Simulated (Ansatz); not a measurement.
**C3H5F: a ladder of functionals and wavefunction methods**

The task here is to estimate one member of a computed series from the others.

Program: Ansatz 0.2.0, Gaussian basis. Level of theory: functionals in def2-TZVPP, the program's frozen cores in correlated methods. These are calculated values, not measurements.

The runs, in order: LDA (SPW92), PBE-D4, revPBE-D4, BLYP-D4, r2SCAN-D4, B97M-V, PBE0-D4, B3LYP-D4, r2SCANh-D4, r2SCAN0-D4, HSE06-D4, BHLYP-D4, CAM-B3LYP-D4, LC-ωPBE, ωB97X-V, ωB97M-V, B2PLYP, PBE-QIDH; CCSD(T)/def2-SVP; CCSD(T)/def2-TZVPP; CCSD(T)/def2-QZVPP; extrapolation to the limit; RPA on PBE.

## The relaxed structure

An earlier PBE0-D4 in a triple-zeta def2 set relaxation fixed the geometry.

9 atoms, charge 0, spin multiplicity 1.

Atoms are counted from 1 here; the program's logs count them from 0.

Bond lengths: C1–C2 1.323 Å, C1–H5 1.083 Å, C1–H6 1.083 Å, C2–C3 1.487 Å, C2–H7 1.088 Å, C3–F4 1.377 Å, C3–H8 1.097 Å, C3–H9 1.097 Å. Angles: C2–C1–H5 121.1°, C2–C1–H6 121.1°, H5–C1–H6 117.7°, C1–C2–C3 124.9°, C1–C2–H7 120.6°, C3–C2–H7 114.5°, C2–C3–F4 112.0°, C2–C3–H8 110.6°, C2–C3–H9 110.6°, F4–C3–H8 107.9°, F4–C3–H9 107.9°, H8–C3–H9 107.8°.

Set-up of the first run:

File in.yaml:

```yaml
crystal:
  periodic: [false, false, false]
  atoms:
    - {symbol: C, position_ang: [-0.017847, 1.321977, 0.377186]}
    - {symbol: C, position_ang: [0.479023, 0.248282, -0.215246]}
    - {symbol: C, position_ang: [-0.151684, -1.097873, -0.202985]}
    - {symbol: F, position_ang: [-1.332169, -1.107927, 0.505323]}
    - {symbol: H, position_ang: [0.493899, 2.275170, 0.329404]}
    - {symbol: H, position_ang: [-0.950519, 1.277388, 0.926637]}
    - {symbol: H, position_ang: [1.416067, 0.302077, -0.765192]}
    - {symbol: H, position_ang: [-0.369386, -1.430672, -1.225357]}
    - {symbol: H, position_ang: [0.521116, -1.834621, 0.253029]}
basis:
  gaussian: {orbitals: def2-TZVPP}
hamiltonian: {xc: lda}
output: {orbitals: {seedname: orbitals}}
```

Command:

```sh
$ ansatz run in.yaml --threads 2 --pin off --events-out ev --progress --plain --max-ram 22528MiB --backend cpu
```

Among the steps run: LDA; PBE-D4 (GGA); revPBE-D4 (GGA); BLYP-D4 (GGA); r2SCAN-D4 (meta-GGA); B97M-V (meta-GGA); B3LYP-D4 (hybrid); r2SCANh-D4 (hybrid); r2SCAN0-D4 (hybrid); HSE06-D4 (hybrid); BHLYP-D4 (hybrid); CAM-B3LYP-D4 (range-separated); LC-ωPBE (range-separated); ωB97X-V (range-separated); ωB97M-V (range-separated); B2PLYP (double hybrid); PBE-QIDH (double hybrid).

One of the session's tables, all rows but one given; the rest of the session is left out.

It belongs to the step «Frontier levels by functional». 

```
  functional  HOMO (eV)  gap (eV)
 LDA (SPW92)      -6.68      5.60
      PBE-D4      -6.52      5.66
   revPBE-D4      -6.46      5.68
     BLYP-D4      -6.38      5.63
   r2SCAN-D4      -6.73      6.12
      B97M-V      -6.73      6.17
     PBE0-D4      -7.68      7.86
    B3LYP-D4      -7.46      7.39
  r2SCANh-D4      -7.17      6.93
  r2SCAN0-D4          ?         ?
    HSE06-D4      -7.28      7.07
    BHLYP-D4      -8.69      9.98
CAM-B3LYP-D4      -9.05     10.37
     LC-ωPBE     -10.46     12.99
     ωB97X-V     -10.05     12.50
     ωB97M-V      -9.95     12.26
```

**Question.** Estimate the row for r2SCAN0-D4.

Worked estimate for «HOMO (eV)». Against the share of exact exchange, r2SCAN-D4 (0, -6.73), r2SCANh-D4 (0.1, -7.17) give a slope of -4.40 per unit share; at 0.25 the line stands at -7.83.

As computed: HOMO (eV): -7.83; gap (eV): 8.15. In «HOMO (eV)» the line misses by 0.00.
